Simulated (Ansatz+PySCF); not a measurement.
Two shapes of quartet NaH₂.

Shape 1:

```xyz
3

Na    0.0000    0.0000    0.0000
H     2.6818    0.0000    1.5483
H    -2.1794    0.0000    1.2583
```

Shape 2:

```xyz
3

Na    0.0000    0.0000    0.0000
H     2.4325    0.0000    2.0411
H    -1.9659    0.0000    1.6496
```

Basis set: STO-3G (spherical functions). Left uncorrelated: 1 orbital. Correlation on ROHF uses semicanonical orbitals with singles. Charge 0, multiplicity 4.

Computed with Ansatz (development build ahead of 0.2.0); the reference of a correlated method needn't be the lowest determinant of its kind.

Q: Which shape is lower in energy, and by how much in each method?

A:

| method | E(2) − E(1) (eV) |
| --- | --- |
| ROHF-CCSD | -0.034 |
| UHF-CCSD | -0.034 |
| ROHF-CCSD(T) | -0.034 |
| UHF-CCSD(T) | -0.034 |
| full CI (lowest root of this spin) | -0.034 |

Shape 2 is lower. Caution for ROHF-CCSD, UHF-CCSD, ROHF-CCSD(T), UHF-CCSD(T): the reference determinant was not shown to be the lowest.
